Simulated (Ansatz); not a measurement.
Consider the substitution at a C–O bond: `CO/C=C/N` + H–F → `N/C=C\F` + CH₃OH.

Computed with Ansatz on PBE0-D4/def2-TZVP structures; ΔE is electronic, products minus reactants. CCSD(T)/CBS adds triple-zeta CCSD(T) − MP2 to the extrapolated MP2 energy (def2 sets, frozen cores). This one scheme is used for every species. Double bonds are as drawn, so ΔE can hold a change between cis and trans. Functionals use def2-TZVPP. HSE06 is defined as in plane-wave codes. One conformer a species, not always the lowest.

`CO/C=C/N`:

```xyz
12

C     1.923   -0.319    0.089
O     1.252    0.555   -0.778
C    -0.097    0.610   -0.646
C    -0.854   -0.038    0.240
N    -2.231    0.176    0.411
H     2.984   -0.244   -0.147
H     1.763   -0.040    1.138
H     1.592   -1.355   -0.055
H    -0.526    1.302   -1.364
H    -0.419   -0.726    0.955
H    -2.757   -0.685    0.466
H    -2.630    0.765   -0.308
```

H–F:

Z-matrix (Å, degrees):
```
F
H 1 0.920
```

`N/C=C\F`:

Z-matrix (Å, degrees):
```
N
C 1 1.384
H 1 1.008 2 114.3
H 1 1.007 2 114.9 3 131.8
C 2 1.326 1 125.6 3 16.8
H 2 1.083 1 116.5 3 -167.4
F 5 1.352 2 120.4 1 -3.9
H 5 1.079 2 125.7 1 175.1
```

CH₃OH:

Cartesian coordinates in Å:
```
C -0.184 -0.305 0.016
O 0.140 0.993 -0.427
H -1.071 -0.618 -0.535
H -0.419 -0.335 1.087
H 0.616 -1.027 -0.188
H 0.918 1.292 0.047
```

| level | ΔE (kcal/mol) | difference from CCSD(T)/CBS |
| --- | --- | --- |
| PBE0-D4 | 2.4 | -1.2 |
| r2SCANh-D4 | 1.8 | -1.8 |
| CAM-B3LYP-D4 | 1.0 | -2.6 |
| HSE06 | 1.4 | -2.2 |
| LC-ωPBE | 0.8 | -2.8 |
| MP2/def2-SVP | 4.4 | 0.8 |
| HF/def2-TZVPP | -1.5 | -5.1 |
| MP2/def2-TZVPP | 5.3 | 1.7 |
| HF/def2-QZVPP | -1.7 | -5.3 |
| HF/CBS(def2) | -1.7 | -5.3 |
| CCSD(T)/CBS | 3.6 | 0 |

Largest T1 diagnostic among the species: 0.012.

In def2-TZVPP, CCSD(T) changes the Hartree–Fock value by +5.1 kcal/mol (the triples alone add +0.8 kcal/mol) and MP2 by +6.9 kcal/mol. From BLYP to BHLYP (50 % exact exchange), in def2-TZVPP and without D4, ΔE moves by +0.9 kcal/mol.
